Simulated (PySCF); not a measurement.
Core-level binding energies of `[PH-]P`

Species: P2H3 (charge -1).
Geometry (PBE0-D3(BJ)/def2-SVP, Å), atoms numbered from 1 in this order:
```xyz
5
P2H3 angstrom
P      1.227   -0.353    0.520
P     -0.563    0.202   -0.575
H      2.025   -0.184   -0.669
H     -1.246    1.169    0.267
H     -1.560   -0.788   -0.210
```

Computed with delta-SCF UKS SCAN, pcX-2 on the ionised atom, pcseg-1 elsewhere, spin-free X2C (PySCF). Vertical ΔSCF values, vacuum level as zero.

List the computed XPS lines with their assignment.

```tsv
atom(s)	bonded to	level	binding energy (eV)	2p1/2 (eV)	above the level's lowest (eV)	count
P2	2 H and P	P 1s	2144.44	–	+1.87	1
P1	H and P	P 1s	2142.57	–	0.00	1
P2	2 H and P	P 2p3/2	130.78	131.68	0.00	1
```

The listed P 1s values span 1.87 eV, from P1 (bonded to H and P) to P2 (bonded to 2 H and P). Summing the Pauling electronegativity differences to the bonded atoms, each weighted by its formal bond order, gives +0.01 for the lowest site and +0.02 for the highest.

Which photon wavelength matches the P 2p3/2 of P2 threshold?

λ = hc/E = 12398.42 eV Å / 130.78 eV = 94.804 Å.

The list is incomplete; no value stands for P 2p of P1. For 2p shells one spin-free hole was relaxed; a mean-field spin–orbit operator and the ground-state splitting of the three 2p orbitals were then diagonalised within the shell. The shell's mean is (2 × 2p3/2 + 2p1/2)/3, and the degeneracies 2j + 1 give areas of 2:1. 2p1/2 minus 2p3/2 (ligand field included): P 0.89 eV. The species carries charge -1, so core ionisation leaves a neutral species. The basis sets have no added diffuse functions. Geometry: PBE0-D3(BJ)/def2-SVP, one conformer, isolated ion.
